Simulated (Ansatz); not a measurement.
**[Br···H···Si], triplet along the distance Br1-H2**

Starting geometry:

| atom | x (Å) | y (Å) | z (Å) |
| --- | --- | --- | --- |
| Br | 0.0000 | 0.0000 | -1.6789 |
| H | 0.0000 | 0.0000 | -0.2583 |
| Si | 0.0000 | 0.0000 | 1.9371 |

From there H2 is moved from one fragment to the other while all else, the fragments' distance too, stays fixed; atoms are numbered as listed. Energies are in kJ/mol, counted from the starting geometry at the same level.

Basis cc-pVTZ; Ansatz 0.2.0. Correlated methods freeze the noble-gas cores and the filled d shells of p-block atoms. Prefix R: restricted or restricted open-shell reference; prefix U: unrestricted. Active spaces: valence = (12e, 9o) chosen from the atoms' valence shells. No spin–orbit coupling is included, and no scalar relativity.

Runs in a small pair space aren't shown, since their orbitals change along the scan.

Full CI isn't at hand for all of this; UCCSDT(Q) serves as the reference, and is uncertain by about the last step of the cluster series. The frozen core follows each run's orbitals, which can shift R against U totals by a few meV for light atoms and by up to 0.1 eV past Ca.

| distance Br1-H2 (Å) | UCCSDT(Q) | error RHF | error UHF | error RMP2 | error UCCSD | error UCCSDT | error MRCISD (valence space) |
| --- | --- | --- | --- | --- | --- | --- | --- |
| 1.421 | 0.0 | 0.0 | 0.0 | 0.0 | 0.0 | 0.0 | 0.0 |
| 1.529 | 3.3 | 8.1 | 6.3 | 0.9 | 1.6 | 0.1 | 0.9 |
| 1.744 | 28.9 | 25.4 | 12.7 | 2.6 | 4.0 | 0.4 | 1.8 |
| 1.960 | 43.0 | 19.8 | 2.8 | 11.1 | 2.4 | 0.3 | 1.7 |
| 2.176 | 66.2 | -4.1 | -16.6 | 13.2 | -1.4 | -0.1 | -0.2 |

Errors are those of relative energies. In total energy the starting point itself misses UCCSDT(Q) by: RHF 760.3, UHF 747.9, RMP2 122.0, UCCSD 30.6, UCCSDT 1.0, MRCISD (valence space) 78.7 kJ/mol.

Spread of the error over the points with a reference, to 2.176 Å (largest less smallest): UCCSDT 0.5, MRCISD (valence space) 2.0, UCCSD 5.5, RMP2 13.2, UHF 29.3, RHF 29.4 kJ/mol.
